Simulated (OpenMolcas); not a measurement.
**One shape, several levels: C2H3F3 (SMILES FCC(F)F)**

We compute a comparison of 6 runs (HF/def2-SVP, B3LYP/6-31G*, B3LYP/def2-SVP, M06-2X/def2-SVP, PBE0/def2-SVP, TPSS/def2-SVP) of C2H3F3. 

The calculation is run with OpenMolcas 26.06.

## (1) The structure to begin with

C2H3F3: 8 atoms, total charge 0, spin state singlet. SMILES: `FCC(F)F`. The shape is that of a PBE0-D4/def2-TZVP optimisation. This is one conformer, not always the lowest.

Bond lengths: F1–C2 1.372 Å, C2–C3 1.509 Å, C3–F4 1.352 Å, C3–F5 1.356 Å, C2–H6 1.093 Å, C2–H7 1.093 Å, C3–H8 1.095 Å. Some angles: F1–C2–C3 109.3°, C2–C3–F4 110.4°, C2–C3–F5 108.3°, F4–C3–F5 107.9°, F1–C2–H6 109.4°, F1–C2–H7 109.2°, C3–C2–H6 109.5°, C3–C2–H7 109.4°, C2–C3–H8 113.0°, F4–C3–H8 108.2°.

## (2) Energy and forces at HF/def2-SVP (run 1)

run.input

```
>>> EXPORT MOLCAS_PRINT=2

&gateway
  baslib = $CurrDir
  coord
  8
  angstrom
  F       -1.142800      -0.681000       1.163100
  C       -0.188200       0.195100       0.711800
  C        0.172900      -0.152400      -0.711300
  F        0.824200      -1.335800      -0.756500
  F        1.011700       0.803600      -1.182200
  H        0.701700       0.118900       1.342500
  H       -0.588500       1.211500       0.747300
  H       -0.698800      -0.217000      -1.370500
  basis = def2-SVP
  group = NoSym

&seward

&scf
  thresholds = 1e-10 1e-07 1e-07 1e-05
  prorbitals = 1

&alaska
```

The basis set def2-SVP is read from a file made from the Basis Set Exchange's data (not shown).

Run with:

```sh
$ export MOLCAS_MEM=1860
$ pymolcas run.input > run.log
```

Log:

```text
--- Start Module: gateway ---
[...]
--- Stop Module: gateway /rc=_RC_ALL_IS_WELL_ ---
[...]
      Basis functions           85
[...]
--- Start Module: scf ---
[...]
       Convergence after  12 Iterations
[...]
::    Total SCF energy                               -375.4913169423
[...]
      Total spin, S                                     0.0000000000
[...]
      Total electronic charge=   42.000000
      Total            charge=   -0.000000
[...]
      Dipole Moment (debye):
      Origin of the operator (angstrom)=    0.1475   -0.2549   -0.1667
                   X= -7.0759E-01               Y=  1.6186E+00               Z=  2.2004E-01           Total=  1.7802E+00
      Quadrupole Moment (debye*angstrom):
[...]
--- Stop Module: scf /rc=_RC_ALL_IS_WELL_ ---
[...]
--- Start Module: alaska ---
[...]
 *              Molecular gradients               *
 **************************************************
  Irreducible representation: a
 ------------------------------------------------------------------------------------------
                              X                       Y                       Z
 ------------------------------------------------------------------------------------------
  F1               -1.15360483425118E-02   -1.00892540719348E-02    6.68571445898003E-03
  C2                6.22359786608251E-03    6.25117874142056E-03   -4.05267743668336E-03
  C3               -1.17766052695538E-02    4.35720655302330E-03    7.42995108540612E-03
  F4                8.29421785417317E-03   -1.77846727974149E-02   -8.41345534282389E-04
  F5                1.16356122589671E-02    1.44562615920680E-02   -7.54085754076783E-03
  H6                3.42750884964449E-03   -2.16123776979382E-04    2.00622444429799E-03
  H7               -1.17812640771087E-03    3.73874965607168E-03   -1.16035306589990E-04
  H8               -5.09015680916836E-03   -7.13345896136697E-04   -3.57097417038954E-03
[...]
--- Stop Module: alaska /rc=_RC_ALL_IS_WELL_ ---
[...]
```

It took 14 s on 1 thread of Intel Xeon Platinum 8375C at 2.90GHz (Ice Lake), shared host; peak memory 0.47 GiB.

## (3) Energy and gradient at B3LYP/6-31G(d) (spherical functions) (run 2)

run.inp

```
* C2H3F3 Kohn-Sham DFT

&GATEWAY
 BASLIB=$CurrDir
 BASISSET
 F.6-31Gs....
 F1 -1.142800 -0.681000 1.163100 angstrom
 F4 0.824200 -1.335800 -0.756500 angstrom
 F5 1.011700 0.803600 -1.182200 angstrom
 End of Basis
 BASISSET
 C.6-31Gs....
 C2 -0.188200 0.195100 0.711800 angstrom
 C3 0.172900 -0.152400 -0.711300 angstrom
 End of Basis
 BASISSET
 H.6-31Gs....
 H6 0.701700 0.118900 1.342500 angstrom
 H7 -0.588500 1.211500 0.747300 angstrom
 H8 -0.698800 -0.217000 -1.370500 angstrom
 End of Basis

&SEWARD
 GRIDINPUT
 Grid=UltraFine
 End of Grid

&SCF
 KSDFT=B3LYP
 THRESHOLDS=1e-10 1e-07 1e-07 1e-05
 PRORBITALS=0

&ALASKA
```

The basis set 6-31G* is read from a file made from the Basis Set Exchange's data (not shown).

Run with:

```sh
$ export MOLCAS_MEM=1860
$ pymolcas run.inp > run.log
```

Log:

```text
--- Start Module: gateway ---
[...]
--- Stop Module: gateway /rc=_RC_ALL_IS_WELL_ ---
[...]
      Basis functions           76
[...]
--- Start Module: scf ---
[...]
       Convergence after  14 Iterations
[...]
::    Total KS-DFT energy                            -377.5155980676
[...]
      Total spin, S                                     0.0000000000
[...]
      Total electronic charge=   42.000000
      Total            charge=   -0.000000
[...]
      Dipole Moment (debye):
      Origin of the operator (angstrom)=    0.1475   -0.2549   -0.1667
                   X= -4.8036E-01               Y=  1.2277E+00               Z=  1.6822E-01           Total=  1.3291E+00
      Quadrupole Moment (debye*angstrom):
[...]
--- Stop Module: scf /rc=_RC_ALL_IS_WELL_ ---
[...]
--- Start Module: alaska ---
[...]
 *              Molecular gradients               *
 **************************************************
  Irreducible representation: a
 ------------------------------------------------------------------------------------------
                              X                       Y                       Z
 ------------------------------------------------------------------------------------------
  F1                5.82223551832861E-03    5.87710457384194E-03   -2.41658675153644E-03
  F4               -3.53558629102935E-03    9.03785902221799E-03   -1.04932439529914E-03
  F5               -5.45206746301652E-03   -8.18636037124598E-03    2.85561299876491E-03
  C2               -1.42377491958268E-03   -3.55720887132005E-03   -1.39654471781281E-03
  C3                5.46242963904398E-03    4.41921896761066E-04    2.93082252204080E-03
  H6               -1.99900473260328E-03   -9.88737645453916E-04   -3.11747886336811E-04
  H7               -4.91075775628236E-04   -2.30079820615003E-03   -3.44233935161364E-04
  H8                1.61684402430362E-03   -3.23780398685219E-04   -2.67997834670020E-04
[...]
--- Stop Module: alaska /rc=_RC_ALL_IS_WELL_ ---
[...]
```

Wall time 30 s (1 thread of Intel Xeon Platinum 8375C at 2.90GHz (Ice Lake), shared host); peak memory 0.43 GiB.

Runs 3 to 4 aren't shown in full; the table further down has their settings and results.

## (4) Energy and forces at PBE0/def2-SVP (run 5)

job.inp

```
&GATEWAY
BasLib=$CurrDir
Coord
8
angstrom
F       -1.142800      -0.681000       1.163100
C       -0.188200       0.195100       0.711800
C        0.172900      -0.152400      -0.711300
F        0.824200      -1.335800      -0.756500
F        1.011700       0.803600      -1.182200
H        0.701700       0.118900       1.342500
H       -0.588500       1.211500       0.747300
H       -0.698800      -0.217000      -1.370500
Basis=def2-SVP
Group=NoSym
&SEWARD
GridInput
Grid=UltraFine
End of Grid
&SCF
KSDFT=PBE0
Thresholds=1e-10 1e-07 1e-07 1e-05
PrOrbitals=1 1
&ALASKA
```

The basis set def2-SVP is read from a file made from the Basis Set Exchange's data (not shown).

Run with:

```sh
$ export MOLCAS_MEM=1860
$ pymolcas job.inp > job.log
```

Log:

```text
--- Start Module: gateway ---
[...]
--- Stop Module: gateway /rc=_RC_ALL_IS_WELL_ ---
[...]
      Basis functions           85
[...]
--- Start Module: scf ---
[...]
       Convergence after  14 Iterations
[...]
::    Total KS-DFT energy                            -376.8691411036
[...]
      Total spin, S                                     0.0000000000
[...]
      Total electronic charge=   42.000000
      Total            charge=   -0.000000
[...]
      Dipole Moment (debye):
      Origin of the operator (angstrom)=    0.1475   -0.2549   -0.1667
                   X= -5.6602E-01               Y=  1.3444E+00               Z=  1.9235E-01           Total=  1.4713E+00
      Quadrupole Moment (debye*angstrom):
[...]
--- Stop Module: scf /rc=_RC_ALL_IS_WELL_ ---
[...]
--- Start Module: alaska ---
[...]
 *              Molecular gradients               *
 **************************************************
  Irreducible representation: a
 ------------------------------------------------------------------------------------------
                              X                       Y                       Z
 ------------------------------------------------------------------------------------------
  F1               -3.16596476526598E-03   -2.53868153809300E-03    1.79485859320039E-03
  C2                8.92358167535012E-03    9.68656500740916E-03    1.19464421649784E-03
  C3               -1.17364876096477E-02    4.75984279775021E-04   -9.64789565780944E-04
  F4                2.41008957585720E-03   -2.94916798022982E-03   -9.45582406898016E-04
  F5                2.66782904032503E-03    1.88586674515534E-03   -1.55708820826206E-03
  H6               -5.53977320805821E-03   -5.43650234681489E-04   -2.32502451388683E-03
  H7                8.71373960889654E-04   -6.00489216192823E-03    8.35863901177403E-05
  H8                5.56935133052416E-03   -1.20241172520685E-05    2.71939549495270E-03
[...]
--- Stop Module: alaska /rc=_RC_ALL_IS_WELL_ ---
[...]
```

Wall time 38 s (1 thread of Intel Xeon Platinum 8375C at 2.90GHz (Ice Lake), shared host); peak memory 0.47 GiB.

## (5) Energy and gradient at TPSS/def2-SVP (run 6)

run.inp

```
* C2H3F3 Kohn-Sham DFT
&GATEWAY
BasLib
$CurrDir
Coord
8
angstrom
F       -1.142800      -0.681000       1.163100
C       -0.188200       0.195100       0.711800
C        0.172900      -0.152400      -0.711300
F        0.824200      -1.335800      -0.756500
F        1.011700       0.803600      -1.182200
H        0.701700       0.118900       1.342500
H       -0.588500       1.211500       0.747300
H       -0.698800      -0.217000      -1.370500
Basis
def2-SVP
Group
NoSym
&SEWARD
GridInput
Grid=UltraFine
End of Grid
&SCF
KSDFT
2
1.0 MGGA_X_TPSS
1.0 MGGA_C_TPSS
Thresholds
1e-10 1e-07 1e-07 1e-05
PrOrbitals
1 2
&ALASKA
```

The basis set def2-SVP is read from a file made from the Basis Set Exchange's data (not shown).

Run with:

```sh
$ export MOLCAS_MEM=1860
$ pymolcas run.inp > run.log
```

Log:

```text
--- Start Module: gateway ---
[...]
--- Stop Module: gateway /rc=_RC_ALL_IS_WELL_ ---
[...]
      Basis functions           85
[...]
--- Start Module: scf ---
[...]
       Convergence after  15 Iterations
[...]
::    Total KS-DFT energy                            -377.2758513998
[...]
      Total spin, S                                     0.0000000000
[...]
      Total electronic charge=   42.000000
      Total            charge=   -0.000000
[...]
      Dipole Moment (debye):
      Origin of the operator (angstrom)=    0.1475   -0.2549   -0.1667
                   X= -5.2020E-01               Y=  1.2498E+00               Z=  1.7435E-01           Total=  1.3650E+00
      Quadrupole Moment (debye*angstrom):
[...]
--- Stop Module: scf /rc=_RC_ALL_IS_WELL_ ---
[...]
--- Start Module: alaska ---
[...]
 *              Molecular gradients               *
 **************************************************
  Irreducible representation: a
 ------------------------------------------------------------------------------------------
                              X                       Y                       Z
 ------------------------------------------------------------------------------------------
  F1                7.17599379788858E-03    6.77220561005853E-03   -3.52271434857165E-03
  C2                1.83009084043873E-03    7.31307401620640E-04   -1.56595704367213E-04
  C3                1.84905887811926E-03   -3.94848826471228E-04   -7.08870282112528E-04
  F4               -5.18474419685688E-03    1.16527067005876E-02   -2.98203058947344E-04
  F5               -7.55924834090216E-03   -1.01242441960920E-02    4.51743687821882E-03
  H6               -7.26902937391571E-03   -4.80906165732889E-04   -3.75440157917772E-03
  H7                1.87724909743681E-03   -8.23890791931703E-03   -2.03916185837594E-04
  H8                7.28062929783668E-03    8.26873954248852E-05    4.12726428082166E-03
[...]
--- Stop Module: alaska /rc=_RC_ALL_IS_WELL_ ---
[...]
```

It took 52 s on 1 thread of Intel Xeon Platinum 8375C at 2.90GHz (Ice Lake), shared host; peak memory 0.47 GiB.

## (6) The series

| run | level | integration grid | energy (Eh) | dipole moment (D) | HOMO energy (eV) | LUMO energy (eV) | wall time |
| --- | --- | --- | --- | --- | --- | --- | --- |
| 1 | HF/def2-SVP | – | -375.491317 | 1.78 | -14.23 | 5.11 | 14 s |
| 2 | B3LYP/6-31G* (spherical functions) | UltraFine | -377.515598 | 1.33 | -8.98 | 2.18 | 30 s |
| 3 | B3LYP/def2-SVP | UltraFine | -377.242317 | 1.43 | -9.25 | 1.76 | 33 s |
| 4 | M06-2X/def2-SVP | UltraFine | -377.104600 | 1.54 | -11.25 | 2.99 | 41 s |
| 5 | PBE0/def2-SVP | UltraFine | -376.869141 | 1.47 | -9.54 | 2.05 | 38 s |
| 6 | TPSS/def2-SVP | UltraFine | -377.275851 | 1.36 | -7.78 | 1.19 | 52 s |

## (7) Summary of results

| quantity | value |
| --- | --- |
| run 6: total energy | -377.27585 Eh |
| run 6: dipole moment | 1.36 D |
| run 6: HOMO energy | -7.78 eV |
| run 6: LUMO energy | 1.19 eV |
| run 6: HOMO–LUMO gap | 8.98 eV |
| run 6: largest force on an atom | 0.690 eV/Å |

What this shows: The dipole moment (its size) runs from 1.33 D (B3LYP/6-31G*) to 1.78 D (HF/def2-SVP). The two ends differ in method and basis. The HOMO–LUMO gap runs from 8.98 eV (TPSS/def2-SVP) to 19.34 eV (HF/def2-SVP). Exact exchange widens orbital gaps. Totals of different functionals can't be ranked against each other. All runs together took 3.5 min, the longest 52 s.
